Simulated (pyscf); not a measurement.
HO–InH–OH (SMILES [OH][InH][OH]) → HO–In (SMILES [OH][In]) [singlet] + H₂O (SMILES O), a 1,1-elimination (singlet surface; In–O, H–In broken, H–O formed). Optimised with ωB97X-D3(BJ)/def2-SVP in PySCF. Correlated levels are frozen-core, on RHF or UHF. ΔMP2 is the change of the MP2 total energy from the triple- to the quadruple-zeta basis. Energies in kJ/mol from the reactant's lowest minimum found.

AM1 to PM7: differences of heats of formation from MOPAC. 

Question: Quick PM7 single points give ΔE‡ = 207.7 kJ/mol and ΔE = -67.1 kJ/mol. What does CCSD(T)/def2-TZVPP + ΔMP2(QZVPP) give, and how far is the quick result from it?

Answer: CCSD(T)/def2-TZVPP + ΔMP2(QZVPP) gives ΔE‡ = 178.6 kJ/mol and ΔE = -39.7 kJ/mol. PM7 lies 29.1 kJ/mol over it in the barrier and 27.4 kJ/mol under it in the reaction energy, so on this step it does not hold to within 12.6 kJ/mol. CCSD(T)/def2-TZVPP + ΔMP2(QZVPP) has limits of its own. On the product side the descent ends in a bound adduct (not fully relaxed), 59.8 kJ/mol under the separated species and 271.5 kJ/mol under the saddle at ωB97X-D3(BJ)/def2-TZVP. At ωB97X-D3(BJ) the barrier from the zero used here is 194.6 kJ/mol. One saddle was located; it need not be the lowest between these sides. The CCSD(T) − MP2 part came from Ansatz, without density fitting, on the same reference. The frozen core leaves the outer d or s,p core shells of the metals and heavy elements correlated in the MP2 and CC values, and def2-TZVPP describes them poorly, which can shift differences by a few kcal/mol. Elements past Kr carry the def2 core potentials, without spin-orbit coupling.
